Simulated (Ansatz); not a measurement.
Species, as SMILES: C=O (CH2-O).
Geometry (B3LYP-D3(BJ)/def2-TZVP, fixed):
```xyz
4

O     -0.0009    -0.0102     0.6728
C      0.0007     0.0079    -0.5259
H     -0.0027     0.9554    -1.0993
H      0.0057    -0.9218    -1.1276
```

Basis-set convergence of the dipole moment at PBE with Ansatz (a first-principles code). Dipoles come from the density behind the forces; the sign is taken along the dipole that this method gives in the largest set. Cartesian d functions, on some or all atoms, in 6-31G*, 6-31G**; all else is spherical. The program fits the integrals of some runs and decomposes those of others, by size. No added dispersion term, no relativity. Reference: the value in aug-cc-pVQZ, 2.202 D. Deviations are taken from unrounded values.

| basis | functions | dipole moment (D) | minus reference (D) |
|---|---|---|---|
| STO-3G | 12 | 1.196 | -1.005 |
| 3-21G | 22 | 1.856 | -0.346 |
| 6-31G | 22 | 2.154 | -0.047 |
| 6-31G* | 34 | 1.981 | -0.221 |
| 6-31G** | 40 | 1.975 | -0.227 |
| 6-311G** | 48 | 2.052 | -0.149 |
| aug-cc-pVDZ | 64 | 2.203 | 0.002 |
| aug-pcseg-1 | 64 | 2.202 | 0.001 |
| jun-cc-pV(T+d)Z | 106 | 2.213 | 0.011 |
| aug-cc-pVTZ | 138 | 2.202 | 0.001 |
| aug-pcseg-2 | 138 | 2.206 | 0.004 |
| aug-cc-pVQZ | 252 | 2.202 | 0.000 |

The smallest set listed that lies within 0.1 D of the reference with all its larger relatives (same family, alike in diffuse functions; a set with none counts only in the reference's own line) is aug-cc-pVDZ (64 functions, 0.002 D off), level with aug-pcseg-1. Inside the window by cancellation, since a larger relative falls out: 6-31G.
